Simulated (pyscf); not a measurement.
Optimised with ωB97X-D3(BJ)/def2-SVP in PySCF.

Q: For the elementary gas-phase step `[CH3][CH2][Br]` + `[Cl]` [doublet] → `[CH3][CH][Br]` [doublet] + `[ClH]` (doublet surface; C–H broken, Cl–H formed), what barrier and reaction energy does ωB97M-D3(BJ)/def2-TZVP give, measured from the separated reactants?…

A: ΔE‡ = 0.9 kcal/mol, ΔE = -0.9 kcal/mol. Zero-point energy shifts the barrier by -4.5 kcal/mol. It is a hydrogen abstraction, with an imaginary mode of 1027i cm⁻¹. This is the saddle that the search found; another between the same sides may lie lower. The angle at the transferred H is 167°. Left out: the spin-orbit lowering of Cl. Elements up to Kr have no core potential and no relativistic terms here.
